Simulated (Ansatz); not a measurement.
A nudged elastic band was laid between two geometries of C3H4FN (9 atoms, charge 0, multiplicity 1).

These are results of RKS BLYP-D4/STO-3G (Ansatz), not measurements.

| Property | Result |
| --- | --- |
| movable images | 7 |
| climbing image | yes |
| spring | 5.0 eV/Å² |
| optimiser | quadratic models (default) |
| start path | through a guess of the saddle point |
| force threshold | 0.05 eV/Å |
| iteration limit | 60 |
| end points | relaxed |

First end point:

```xyz
9
Properties=species:S:1:pos:R:3
N -1.209 1.061 -0.559
C -0.104 0.186 -0.208
C 0.951 -0.575 -0.521
F 1.913 -0.962 -1.408
C 0.319 -0.864 0.853
H -1.453 1.642 0.306
H -0.848 1.769 -1.274
H -0.293 -1.782 1.005
H 0.813 -0.521 1.790
```

Last end point:

```xyz
9
Properties=species:S:1:pos:R:3
N -0.803 1.477 -0.274
C -0.055 0.237 -0.174
C 0.958 -0.568 -0.517
F 1.967 -0.908 -1.370
C 0.296 -0.888 0.836
H -0.903 1.714 -1.312
H -1.800 1.286 0.063
H -0.391 -1.757 0.942
H 0.819 -0.640 1.788
```

(1) What changes between the two ends?

(2) What energy profile does the band end with?

(3) What is the geometry of the highest image?

(4) What are the harmonic wavenumbers there?

## Answers

(1) No bond is made or broken. The dihedral H7–N1–C2–C5 goes from 165 to -52°. The two ends are copies of one structure, up to a mirror image or an exchange of like atoms.

(2) It converged. The highest image is number 4 of 0 to 8, 23.7 kJ/mol above the ends, which have the same energy within 2 meV. A vibrational analysis at the climbing image gives one clearly imaginary mode, 290i cm⁻¹: a first-order saddle point. Limits of this set-up: minimal basis.

```json
{"image": "0", "path coordinate (Å)": "0.00", "energy (kJ/mol)": "0.0", "dihedral H7–N1–C2–C5 (°)": "165"}
{"image": "1", "path coordinate (Å)": "0.44", "energy (kJ/mol)": "2.4", "dihedral H7–N1–C2–C5 (°)": "-172"}
{"image": "2", "path coordinate (Å)": "0.88", "energy (kJ/mol)": "10.1", "dihedral H7–N1–C2–C5 (°)": "-155"}
{"image": "3", "path coordinate (Å)": "1.31", "energy (kJ/mol)": "19.5", "dihedral H7–N1–C2–C5 (°)": "-140"}
{"image": "4", "path coordinate (Å)": "1.75", "energy (kJ/mol)": "23.7", "dihedral H7–N1–C2–C5 (°)": "-127"}
{"image": "5", "path coordinate (Å)": "2.19", "energy (kJ/mol)": "19.4", "dihedral H7–N1–C2–C5 (°)": "-112"}
{"image": "6", "path coordinate (Å)": "2.63", "energy (kJ/mol)": "10.1", "dihedral H7–N1–C2–C5 (°)": "-95"}
{"image": "7", "path coordinate (Å)": "3.07", "energy (kJ/mol)": "2.4", "dihedral H7–N1–C2–C5 (°)": "-75"}
{"image": "8", "path coordinate (Å)": "3.51", "energy (kJ/mol)": "0.0", "dihedral H7–N1–C2–C5 (°)": "-52"}
```

(3) 
```xyz
9
Properties=species:S:1:pos:R:3:forces:R:3
N -1.146 1.292 -0.197 0.00 0.00 0.00
C -0.148 0.206 -0.092 0.00 0.00 0.00
C 0.843 -0.590 -0.517 0.00 0.00 0.00
F 1.726 -0.992 -1.473 0.00 0.00 0.00
C 0.366 -0.866 0.924 0.00 0.00 0.00
H -0.586 2.158 -0.504 0.00 0.00 0.00
H -1.710 1.068 -1.086 0.00 0.00 0.00
H -0.252 -1.766 1.141 0.00 0.00 0.00
H 0.996 -0.557 1.786 0.00 0.00 0.00
```

(4) 290i, 239, 258, 441, 450, 695, 759, 903, 1019, 1112, 1119, 1236, 1283, 1329, 1620, 1764, 2000, 3197, 3284, 3329, 3461 cm⁻¹.

Time of the run: 95 s on 1 CPU thread of a shared host.
